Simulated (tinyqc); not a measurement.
RHF in the sto-6g basis, for H2O, spin multiplicity 1, step by step. One step of it, computed by the program tinyqc.

Problem. Iteration 2: diagonalisation and new density. Diagonalise F' = X^T F X, C = X C', fill 5 alpha and 5 beta electrons from the bottom; D = 2 C_occ C_occ^T; the new density keeps 0.5 of the old one (damping). Each column has its largest component positive (the first on a tie).

extrapolated F (hartree):
```
             1O 1s      1O 2s     1O 2px     1O 2py     1O 2pz      2H 1s      3H 1s
1O 1s   -20.538216  -4.972622   0.000000   0.000000  -0.032143  -1.210043  -1.210043
1O 2s    -4.972622  -2.345215   0.000000   0.000000  -0.128255  -1.031371  -1.031371
1O 2px    0.000000   0.000000  -0.410724   0.000000   0.000000   0.000000   0.000000
1O 2py    0.000000   0.000000   0.000000  -0.332029   0.000000  -0.394328   0.394328
1O 2pz   -0.032143  -0.128255   0.000000   0.000000  -0.398361  -0.381314  -0.381314
2H 1s    -1.210043  -1.031371   0.000000  -0.394328  -0.381314  -0.603181  -0.419454
3H 1s    -1.210043  -1.031371   0.000000   0.394328  -0.381314  -0.419454  -0.603181
```

X:
```
            1O 1s      1O 2s    1O 2px     1O 2py     1O 2pz      2H 1s      3H 1s
1O 1s    1.022843  -0.138813  0.000000   0.000000  -0.009843   0.019937   0.019937
1O 2s   -0.138813   1.249645  0.000000   0.000000   0.117728  -0.298335  -0.298335
1O 2px   0.000000   0.000000  1.000000   0.000000   0.000000   0.000000   0.000000
1O 2py   0.000000   0.000000  0.000000   1.109785   0.000000  -0.228813   0.228813
1O 2pz  -0.009843   0.117728  0.000000   0.000000   1.060584  -0.153995  -0.153995
2H 1s    0.019937  -0.298335  0.000000  -0.228813  -0.153995   1.215235  -0.096684
3H 1s    0.019937  -0.298335  0.000000   0.228813  -0.153995  -0.096684   1.215235
```

D after iteration 1:
```
            1O 1s      1O 2s    1O 2px     1O 2py     1O 2pz      2H 1s      3H 1s
1O 1s    2.076218  -0.308620  0.000000   0.000000   0.115247  -0.098618  -0.098618
1O 2s   -0.308620   1.384207  0.000000   0.000000  -0.539051   0.227270   0.227270
1O 2px   0.000000   0.000000  2.000000   0.000000   0.000000   0.000000   0.000000
1O 2py   0.000000   0.000000  0.000000   1.085885   0.000000   0.464469  -0.464469
1O 2pz   0.115247  -0.539051  0.000000   0.000000   1.594296   0.258486   0.258486
2H 1s   -0.098618   0.227270  0.000000   0.464469   0.258486   0.402920  -0.075664
3H 1s   -0.098618   0.227270  0.000000  -0.464469   0.258486  -0.075664   0.402920
```

overlap S:
```
           1O 1s     1O 2s    1O 2px     1O 2py    1O 2pz     2H 1s      3H 1s
1O 1s   1.000000  0.231145  0.000000   0.000000  0.000000  0.055853   0.055853
1O 2s   0.231145  1.000000  0.000000   0.000000  0.000000  0.478969   0.478969
1O 2px  0.000000  0.000000  1.000000   0.000000  0.000000  0.000000   0.000000
1O 2py  0.000000  0.000000  0.000000   1.000000  0.000000  0.303486  -0.303486
1O 2pz  0.000000  0.000000  0.000000   0.000000  1.000000  0.251047   0.251047
2H 1s   0.055853  0.478969  0.000000   0.303486  0.251047  1.000000   0.268100
3H 1s   0.055853  0.478969  0.000000  -0.303486  0.251047  0.268100   1.000000
```

Give: F' = X^T F X; orbital energies; coefficients C; D after iteration 2.

Solution.

F' = X^T F X (hartree):
```
          1        2        3        4        5        6        7
1  -20.2079  -2.5121   0.0000   0.0000  -0.0504  -0.2127  -0.2127
2   -2.5121  -1.1660   0.0000   0.0000   0.1243  -0.5300  -0.5300
3    0.0000   0.0000  -0.4107   0.0000   0.0000   0.0000   0.0000
4    0.0000   0.0000   0.0000  -0.0276   0.0000  -0.4759   0.4759
5   -0.0504   0.1243   0.0000   0.0000  -0.2344  -0.3368  -0.3368
6   -0.2127  -0.5300   0.0000  -0.4759  -0.3368   0.0085  -0.1140
7   -0.2127  -0.5300   0.0000   0.4759  -0.3368  -0.1140   0.0085
```

orbital energies (hartree): MO1 -20.5415, MO2 -1.2851, MO3 -0.6298, MO4 -0.4871, MO5 -0.4107, MO6 0.5999, MO7 0.7247

coefficients C:
```
            MO1      MO2      MO3      MO4     MO5      MO6      MO7
1O 1s    0.9966  -0.2193   0.0000   0.0964  0.0000  -0.1252   0.0000
1O 2s    0.0160   0.8219   0.0000  -0.5294  0.0000   0.9037   0.0000
1O 2px   0.0000   0.0000   0.0000   0.0000  1.0000   0.0000   0.0000
1O 2py   0.0000   0.0000   0.6113   0.0000  0.0000   0.0000   0.9811
1O 2pz   0.0035   0.1327   0.0000   0.7850  0.0000   0.7432   0.0000
2H 1s   -0.0038   0.1647   0.4480   0.2596  0.0000  -0.8026  -0.8439
3H 1s   -0.0038   0.1647  -0.4480   0.2596  0.0000  -0.8026   0.8439
```

D after iteration 2:
```
          1O 1s    1O 2s  1O 2px   1O 2py   1O 2pz    2H 1s    3H 1s
1O 1s    2.0888  -0.3697  0.0000   0.0000   0.1077  -0.0642  -0.0642
1O 2s   -0.3697   1.6482  0.0000   0.0000  -0.5759   0.1115   0.1115
1O 2px   0.0000   0.0000  2.0000   0.0000   0.0000   0.0000   0.0000
1O 2py   0.0000   0.0000  0.0000   0.9167   0.0000   0.5061  -0.5061
1O 2pz   0.1077  -0.5759  0.0000   0.0000   1.4310   0.3549   0.3549
2H 1s   -0.0642   0.1115  0.0000   0.5061   0.3549   0.4967  -0.1440
3H 1s   -0.0642   0.1115  0.0000  -0.5061   0.3549  -0.1440   0.4967
```
